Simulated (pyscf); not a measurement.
This saddle point was located with ωB97X-D3(BJ)/def2-SVP in PySCF.

```xyz
11

P      1.1777    -1.8059     0.8112
H      2.0600    -0.7508     1.1854
H      1.3656    -1.6000    -0.5867
Si    -0.6650    -0.5012     0.9090
Si    -0.2649     1.5121    -0.1928
H      2.0093     2.6943     1.0464
H     -0.9843    -0.2532     2.3455
H     -1.7997    -1.2468     0.2887
H      0.9773     2.1716     0.4982
H      0.0943     1.2500    -1.6186
H     -1.4051     2.4744    -0.1358
```
Charge 0, spin multiplicity 2.

Surface: doublet, charge 0. Lowest wavenumbers (cm⁻¹): 884i, 67, 100, 126, 157.

Task: Which two sides does it connect, and which bonds change?

Result: H₃Si–SiH₂–PH₂ + H atom (H•) <-> •H₂Si–SiH₂–PH₂ + hydrogen (H₂), a hydrogen abstraction read from left to right: H–Si broken and H–H formed. At ωB97M-D3(BJ)/def2-TZVP it lies +4.1 kcal/mol from the left side and +18.6 kcal/mol from the right (each side as separated species at their lowest minima found). H₃Si–SiH₂–PH₂ lies 5.7 kcal/mol over its isomer H₃Si–PH–SiH₃ (electronic energy, ωB97M-D3(BJ)/def2-TZVP). •H₂Si–SiH₂–PH₂ lies 13.8 kcal/mol over its isomer H₃Si–P•–SiH₃ (electronic energy, ωB97M-D3(BJ)/def2-TZVP). This is the saddle that the search found; another between the same sides may lie lower. The angle at the transferred H is 179°.
